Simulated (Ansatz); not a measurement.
Ansatz (an electronic-structure program) input (HF/3-21G): The .json file is the Basis Set Exchange's 3-21G.

Ansatz 0.2 input:
```yaml
crystal:
  periodic: [false, false, false]
  atoms:
    - {symbol: C, position_ang: [0.22706160, 0.13571039, 1.41773099]}
    - {symbol: C, position_ang: [0.00632236, 0.08099724, 0.04703960]}
    - {symbol: H, position_ang: [0.37988721, 1.07401705, 1.91670674]}
    - {symbol: H, position_ang: [0.25116379, -0.75272523, 2.01843951]}
    - {symbol: C, position_ang: [-0.02782633, 1.23612632, -0.73351135]}
    - {symbol: H, position_ang: [0.11814354, 2.20560672, -0.29614515]}
    - {symbol: H, position_ang: [-0.20100563, 1.19147223, -1.79176854]}
    - {symbol: C, position_ang: [-0.18299666, -1.26870475, -0.63442549]}
    - {symbol: H, position_ang: [-0.36752392, -2.05051374, 0.09157069]}
    - {symbol: H, position_ang: [-1.02139039, -1.23860579, -1.32100524]}
    - {symbol: H, position_ang: [0.70535973, -1.53402656, -1.19880056]}
basis:
  gaussian:
    orbitals: 3-21G.json
hamiltonian:
  xc: {name: HF}
magnetization: {spin_polarized: true, initial_magnetization: 1}
phonons: {temperatures: {t_min: 298.15, t_max: 298.15, t_step: 100}}
```

Output:

```
WARN ansatz: RAYON_NUM_THREADS=1 ignored (pool sized by the plan → 1); use --threads N
Functional definition: HF
integrals: 0.01 GiB planned
709 factors; integrals over basis functions are off by at most 6.3e-4 eV
mean field: 0.15 GiB planned
mean field evaluation 1: about -4205.7005 eV, gradient 1.6e1 eV
mean field evaluation 2: about -4205.9243 eV, gradient 1.6e1 eV
mean field evaluation 4: about -4207.8461 eV, gradient 2.5e0 eV
mean field evaluation 8: about -4208.0481 eV, gradient 2.3e-1 eV
mean field -4208.04890265 eV, -154.6429448543 hartree, gradient 7.7e-5 eV, S^2 0.978198; 0 other end points of the search recorded, 0 dependent functions left out
the calculation of the forces begins
reference -4208.04890265 eV, -154.6429448543 hartree; 16, 15 occupied and 34, 35 virtual orbitals, 709 factors
these checks for a lower state are left out or cut short: stability, starts, cluster_reference, orbital_swaps, neighbouring_geometries, increment
integrals: 0.01 GiB planned
709 factors; integrals over basis functions are off by at most 6.3e-4 eV
mean field: 0.15 GiB planned
mean field evaluation 16: about -4208.0489 eV, gradient 9.0e-4 eV
mean field -4208.04887040 eV, -154.6429436694 hartree, gradient 3.6e-6 eV, S^2 0.978422; 0 other end points of the search recorded, 0 dependent functions left out
the calculation of the forces begins
reference -4208.04887040 eV, -154.6429436694 hartree; 16, 15 occupied and 34, 35 virtual orbitals, 709 factors
these checks for a lower state are left out or cut short: stability, starts, cluster_reference, orbital_swaps, neighbouring_geometries, increment
integrals: 0.01 GiB planned
709 factors; integrals over basis functions are off by at most 6.3e-4 eV
mean field: 0.15 GiB planned
mean field -4208.04887197 eV, -154.6429437269 hartree, gradient 3.0e-6 eV, S^2 0.977983; 0 other end points of the search recorded, 0 dependent functions left out
the calculation of the forces begins
reference -4208.04887197 eV, -154.6429437269 hartree; 16, 15 occupied and 34, 35 virtual orbitals, 709 factors
these checks for a lower state are left out or cut short: stability, starts, cluster_reference, orbital_swaps, neighbouring_geometries, increment
integrals: 0.01 GiB planned
709 factors; integrals over basis functions are off by at most 6.2e-4 eV
mean field: 0.15 GiB planned
mean field evaluation 32: about -4208.0487 eV, gradient 5.4e-3 eV
mean field -4208.04868336 eV, -154.6429367955 hartree, gradient 3.6e-6 eV, S^2 0.978232; 0 other end points of the search recorded, 0 dependent functions left out
the calculation of the forces begins
reference -4208.04868336 eV, -154.6429367955 hartree; 16, 15 occupied and 34, 35 virtual orbitals, 709 factors
these checks for a lower state are left out or cut short: stability, starts, cluster_reference, orbital_swaps, neighbouring_geometries, increment
integrals: 0.01 GiB planned
709 factors; integrals over basis functions are off by at most 6.3e-4 eV
mean field: 0.15 GiB planned
mean field -4208.04868237 eV, -154.6429367594 hartree, gradient 3.6e-6 eV, S^2 0.978170; 0 other end points of the search recorded, 0 dependent functions left out
the calculation of the forces begins
reference -4208.04868237 eV, -154.6429367594 hartree; 16, 15 occupied and 34, 35 virtual orbitals, 709 factors
these checks for a lower state are left out or cut short: stability, starts, cluster_reference, orbital_swaps, neighbouring_geometries, increment
integrals: 0.01 GiB planned
709 factors; integrals over basis functions are off by at most 6.3e-4 eV
mean field: 0.15 GiB planned
mean field -4208.04869744 eV, -154.6429373131 hartree, gradient 3.6e-6 eV, S^2 0.979510; 0 other end points of the search recorded, 0 dependent functions left out
the calculation of the forces begins
reference -4208.04869744 eV, -154.6429373131 hartree; 16, 15 occupied and 34, 35 virtual orbitals, 709 factors
these checks for a lower state are left out or cut short: stability, starts, cluster_reference, orbital_swaps, neighbouring_geometries, increment
integrals: 0.01 GiB planned
709 factors; integrals over basis functions are off by at most 6.3e-4 eV
mean field: 0.15 GiB planned
mean field -4208.04870138 eV, -154.6429374579 hartree, gradient 9.9e-6 eV, S^2 0.976877; 0 other end points of the search recorded, 0 dependent functions left out
the calculation of the forces begins
reference -4208.04870138 eV, -154.6429374579 hartree; 16, 15 occupied and 34, 35 virtual orbitals, 709 factors
these checks for a lower state are left out or cut short: stability, starts, cluster_reference, orbital_swaps, neighbouring_geometries, increment
integrals: 0.01 GiB planned
709 factors; integrals over basis functions are off by at most 6.3e-4 eV
mean field: 0.15 GiB planned
[...]
these checks for a lower state are left out or cut short: stability, starts, cluster_reference, orbital_swaps, neighbouring_geometries, increment
integrals: 0.01 GiB planned
709 factors; integrals over basis functions are off by at most 6.3e-4 eV
mean field: 0.15 GiB planned
mean field -4208.04882986 eV, -154.6429421796 hartree, gradient 2.4e-6 eV, S^2 0.978188; 0 other end points of the search recorded, 0 dependent functions left out
the calculation of the forces begins
reference -4208.04882986 eV, -154.6429421796 hartree; 16, 15 occupied and 34, 35 virtual orbitals, 709 factors
these checks for a lower state are left out or cut short: stability, starts, cluster_reference, orbital_swaps, neighbouring_geometries, increment
integrals: 0.01 GiB planned
709 factors; integrals over basis functions are off by at most 6.3e-4 eV
mean field: 0.15 GiB planned
mean field -4208.04882610 eV, -154.6429420413 hartree, gradient 2.4e-6 eV, S^2 0.978209; 0 other end points of the search recorded, 0 dependent functions left out
the calculation of the forces begins
reference -4208.04882610 eV, -154.6429420413 hartree; 16, 15 occupied and 34, 35 virtual orbitals, 709 factors
these checks for a lower state are left out or cut short: stability, starts, cluster_reference, orbital_swaps, neighbouring_geometries, increment
integrals: 0.01 GiB planned
709 factors; integrals over basis functions are off by at most 6.3e-4 eV
mean field: 0.15 GiB planned
mean field -4208.04888359 eV, -154.6429441538 hartree, gradient 1.5e-6 eV, S^2 0.978192; 0 other end points of the search recorded, 0 dependent functions left out
the calculation of the forces begins
reference -4208.04888359 eV, -154.6429441538 hartree; 16, 15 occupied and 34, 35 virtual orbitals, 709 factors
these checks for a lower state are left out or cut short: stability, starts, cluster_reference, orbital_swaps, neighbouring_geometries, increment
integrals: 0.01 GiB planned
709 factors; integrals over basis functions are off by at most 6.3e-4 eV
mean field: 0.15 GiB planned
mean field evaluation 416: about -4208.0489 eV, gradient 5.6e-6 eV
mean field -4208.04888242 eV, -154.6429441109 hartree, gradient 1.6e-6 eV, S^2 0.978205; 0 other end points of the search recorded, 0 dependent functions left out
the calculation of the forces begins
reference -4208.04888242 eV, -154.6429441109 hartree; 16, 15 occupied and 34, 35 virtual orbitals, 709 factors
these checks for a lower state are left out or cut short: stability, starts, cluster_reference, orbital_swaps, neighbouring_geometries, increment
integrals: 0.01 GiB planned
709 factors; integrals over basis functions are off by at most 6.3e-4 eV
mean field: 0.15 GiB planned
mean field -4208.04884813 eV, -154.6429428507 hartree, gradient 2.6e-6 eV, S^2 0.978180; 0 other end points of the search recorded, 0 dependent functions left out
the calculation of the forces begins
reference -4208.04884813 eV, -154.6429428507 hartree; 16, 15 occupied and 34, 35 virtual orbitals, 709 factors
these checks for a lower state are left out or cut short: stability, starts, cluster_reference, orbital_swaps, neighbouring_geometries, increment
integrals: 0.01 GiB planned
709 factors; integrals over basis functions are off by at most 6.3e-4 eV
mean field: 0.15 GiB planned
mean field -4208.04884644 eV, -154.6429427886 hartree, gradient 2.8e-6 eV, S^2 0.978217; 0 other end points of the search recorded, 0 dependent functions left out
the calculation of the forces begins
reference -4208.04884644 eV, -154.6429427886 hartree; 16, 15 occupied and 34, 35 virtual orbitals, 709 factors
these checks for a lower state are left out or cut short: stability, starts, cluster_reference, orbital_swaps, neighbouring_geometries, increment
integrals: 0.01 GiB planned
709 factors; integrals over basis functions are off by at most 6.3e-4 eV
mean field: 0.15 GiB planned
mean field -4208.04882009 eV, -154.6429418205 hartree, gradient 3.0e-6 eV, S^2 0.978215; 0 other end points of the search recorded, 0 dependent functions left out
the calculation of the forces begins
reference -4208.04882009 eV, -154.6429418205 hartree; 16, 15 occupied and 34, 35 virtual orbitals, 709 factors
these checks for a lower state are left out or cut short: stability, starts, cluster_reference, orbital_swaps, neighbouring_geometries, increment
integrals: 0.01 GiB planned
709 factors; integrals over basis functions are off by at most 6.3e-4 eV
mean field: 0.15 GiB planned
mean field -4208.04882214 eV, -154.6429418956 hartree, gradient 3.0e-6 eV, S^2 0.978183; 0 other end points of the search recorded, 0 dependent functions left out
the calculation of the forces begins
reference -4208.04882214 eV, -154.6429418956 hartree; 16, 15 occupied and 34, 35 virtual orbitals, 709 factors
these checks for a lower state are left out or cut short: stability, starts, cluster_reference, orbital_swaps, neighbouring_geometries, increment
integrals: 0.01 GiB planned
709 factors; integrals over basis functions are off by at most 6.3e-4 eV
mean field: 0.15 GiB planned
mean field evaluation 448: about -4208.0489 eV, gradient 1.5e-6 eV
mean field -4208.04887851 eV, -154.6429439673 hartree, gradient 1.6e-6 eV, S^2 0.978176; 0 other end points of the search recorded, 0 dependent functions left out
the calculation of the forces begins
reference -4208.04887851 eV, -154.6429439673 hartree; 16, 15 occupied and 34, 35 virtual orbitals, 709 factors
these checks for a lower state are left out or cut short: stability, starts, cluster_reference, orbital_swaps, neighbouring_geometries, increment
integrals: 0.01 GiB planned
709 factors; integrals over basis functions are off by at most 6.3e-4 eV
mean field: 0.15 GiB planned
mean field -4208.04887879 eV, -154.6429439775 hartree, gradient 1.8e-6 eV, S^2 0.978222; 0 other end points of the search recorded, 0 dependent functions left out
the calculation of the forces begins
reference -4208.04887879 eV, -154.6429439775 hartree; 16, 15 occupied and 34, 35 virtual orbitals, 709 factors
these checks for a lower state are left out or cut short: stability, starts, cluster_reference, orbital_swaps, neighbouring_geometries, increment
integrals: 0.01 GiB planned
709 factors; integrals over basis functions are off by at most 6.3e-4 eV
mean field: 0.15 GiB planned
mean field -4208.04885819 eV, -154.6429432207 hartree, gradient 2.3e-6 eV, S^2 0.978174; 0 other end points of the search recorded, 0 dependent functions left out
the calculation of the forces begins
reference -4208.04885819 eV, -154.6429432207 hartree; 16, 15 occupied and 34, 35 virtual orbitals, 709 factors
these checks for a lower state are left out or cut short: stability, starts, cluster_reference, orbital_swaps, neighbouring_geometries, increment
integrals: 0.01 GiB planned
709 factors; integrals over basis functions are off by at most 6.3e-4 eV
mean field: 0.15 GiB planned
mean field -4208.04886194 eV, -154.6429433584 hartree, gradient 2.4e-6 eV, S^2 0.978223; 0 other end points of the search recorded, 0 dependent functions left out
the calculation of the forces begins
reference -4208.04886194 eV, -154.6429433584 hartree; 16, 15 occupied and 34, 35 virtual orbitals, 709 factors
Total energy: -4208.04890265 eV, -154.6429448543 hartree
Atom 0 at     0.227062     0.135710     1.417731 Å, force    -0.000329     0.000226    -0.001038 eV/Å
Atom 1 at     0.006322     0.080997     0.047040 Å, force    -0.000365     0.000986    -0.000054 eV/Å
Atom 2 at     0.379887     1.074017     1.916707 Å, force     0.000365    -0.000348     0.000666 eV/Å
Atom 3 at     0.251164    -0.752725     2.018440 Å, force    -0.000697     0.000303    -0.000649 eV/Å
Atom 4 at    -0.027826     1.236126    -0.733511 Å, force     0.000035    -0.001162     0.001103 eV/Å
Atom 5 at     0.118144     2.205607    -0.296145 Å, force     0.000315     0.000418    -0.000661 eV/Å
Atom 6 at    -0.201006     1.191472    -1.791769 Å, force    -0.000244    -0.000924     0.000832 eV/Å
Atom 7 at    -0.182997    -1.268705    -0.634425 Å, force     0.000015    -0.000137     0.000389 eV/Å
Atom 8 at    -0.367524    -2.050514     0.091571 Å, force     0.000580     0.000464    -0.000216 eV/Å
Atom 9 at    -1.021390    -1.238606    -1.321005 Å, force     0.000837     0.000238     0.000371 eV/Å
Atom 10 at     0.705360    -1.534027    -1.198801 Å, force    -0.000512    -0.000065    -0.000743 eV/Å
Dipole moment:    -0.000060    -0.035856    -0.025383 e Å
Vibrations: 10.74 436.46 469.19 491.67 559.65 581.11 806.63 838.82 857.08 1074.65 1103.12 1116.95 1174.00 1416.63 1455.34 1574.08 1625.41 1657.56 1664.08 1669.24 3195.85 3246.41 3267.94 3299.89 3307.24 3391.63 3396.03 cm⁻¹, zero-point energy 2.708274 eV
```

The blocks after the first are displaced geometries, from whose forces the wavenumbers follow.

The determinant is spin-contaminated: <S^2> is 0.98 against 0.75 for a pure state.
